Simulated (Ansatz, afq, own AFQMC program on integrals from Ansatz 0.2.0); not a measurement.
Where AFQMC and coupled cluster stand for SiNH₃, singlet

```csv
atom,x (Å),y (Å),z (Å)
Si,0.0000,-0.0298,0.5045
N,0.0000,0.1142,-1.0818
H,0.0000,-1.2620,1.3427
H,0.0000,1.2045,1.3150
H,0.0000,-0.7003,-1.6823
```

Connectivity, by distances: SiH2–NH.

Basis cc-pVDZ. Noble-gas cores (and the filled d shells of Ga–Kr and In–Xe) are frozen. Ansatz 0.2.0 and our own AFQMC program on the same integrals; the CISD trial comes from CCSD amplitudes, and released means the phaseless constraint is let go. Uncertainties: one standard error, sampling alone.

Determinant: UHF, the one that the program's search chose, which needn't be the lowest solution. The geometry is a point of a scan.

No full CI on the walks' own integrals is used here; CCSDT(Q) serves as the reference and is uncertain by about the last step of the cluster series.

Cautions: higher spins were not checked; an unrestricted solution with more broken spin lies lower (10 meV, ⟨S²⟩ 0.13), while this determinant keeps restricted orbitals; raised T1 diagnostic (T1 0.020, weight of the determinant 0.87, largest double 0.12); the ph-AFQMC/CISD walk drifts between its halves (2.0 errors).

The T1 diagnostic is 0.0204. The weight of the determinant in the CISD state is 0.868. The ⟨S²⟩ of the determinant is 0.000. The size of the correlated space is 12 electrons in 41 orbitals.

Reference: CCSDT(Q), correlation energy -8.436 eV. The released energy is read at 2.40 1/Eh (meV from the phaseless value at times in 1/Eh: 11 ± 19 at 0.24, -7 ± 17 at 0.51, -16 ± 19 at 0.99, -10 ± 21 at 1.62, -30 ± 28 at 2.40).

```json
{"level": "HF", "E − E(reference) (mEh)": "310.02", "share of correlation (%)": "0.00"}
{"level": "MP2", "E − E(reference) (mEh)": "35.61", "share of correlation (%)": "88.51"}
{"level": "CCSD", "E − E(reference) (mEh)": "12.58", "share of correlation (%)": "95.94"}
{"level": "CCSD(T)", "E − E(reference) (mEh)": "1.93", "share of correlation (%)": "99.38"}
{"level": "CCSDT", "E − E(reference) (mEh)": "1.15", "share of correlation (%)": "99.63"}
{"level": "ph-AFQMC/CISD", "E − E(reference) (mEh)": "0.76 ± 0.92", "share of correlation (%)": "99.75"}
{"level": "released AFQMC", "E − E(reference) (mEh)": "-0.33 ± 1.04", "share of correlation (%)": "100.11"}
```

A walk keeps the symmetry of its determinant, which the program's search chose and which needn't be the lowest solution, so a lower state of the same spin and another symmetry isn't excluded. Released energies are given only where the last usable release times agree within the noise; a slower fall can still hide under it.
